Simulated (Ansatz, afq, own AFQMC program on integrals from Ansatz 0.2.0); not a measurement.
**GaHOF, doublet: AFQMC among the cluster methods**

```xyz
4

O    -1.0452   -0.6492   -0.3076
Ga    0.3191    0.4623    0.0515
F     0.4040    1.8889   -0.9743
H    -1.0726   -1.4223    0.2687
```

Connectivity, by distances: OH–Ga–F.

Basis def2-TZVP. Only valence electrons are correlated. AFQMC by an in-house program on the Cholesky factors that Ansatz 0.2.0 writes for its CCSD(T) run. The CISD trial takes its coefficients from CCSD amplitudes. Released means that phaseless walkers are propagated on without the constraint, phases kept. ± is one standard error of the sampling. No spin–orbit coupling.

Determinant: UHF, the one that the program's search chose, which needn't be the lowest solution. The geometry is a PBE0/def2-SVP stationary point of this or a neighbouring charge and spin state.

No full CI on the walks' own integrals is used here. The released AFQMC energy serves as the reference, which it does only where one determinant dominates, the energy is flat over the last release times and near the phaseless one (40 meV or 2 meV an electron, half that with transition metals). On small molecules, where full CI could be run and the noise was under 10 meV, such values lay within 10 meV of it in 19 cases of 20, a flattering rate, since the rule was set on those same cases; what remains of the bias isn't in the error bar.

Cautions: no relativity below Rb; no spin-orbit coupling; inner d shell frozen; the released value is read at 1.50 1/Eh with a noise of 15 meV, more than in the cases checked (meV from the phaseless value at times in 1/Eh: -9 ± 8 at 0.24, -4 ± 9 at 0.51, -5 ± 11 at 0.99, -7 ± 15 at 1.50).

```
T1 diagnostic                               : 0.0180
weight of the determinant in the CISD state : 0.872
⟨S²⟩ of the determinant                     : 0.757
size of the correlated space                : 17 electrons in 100 orbitals
```

Reference: AFQMC with the constraint released, correlation energy -15.642 ± 0.015 eV.

| level | E − E(reference) (mEh) | share of correlation (%) |
| --- | --- | --- |
| HF | 574.85 ± 0.55 | 0.00 |
| MP2 | 20.74 ± 0.55 | 96.39 |
| CCSD | 19.75 ± 0.55 | 96.56 |
| CCSD(T) | 1.14 ± 0.55 | 99.80 |
| ph-AFQMC/CISD | 0.27 ± 0.63 | 99.95 |

Released energies are given only where the last usable release times agree within the noise; a slower fall can still hide under it.
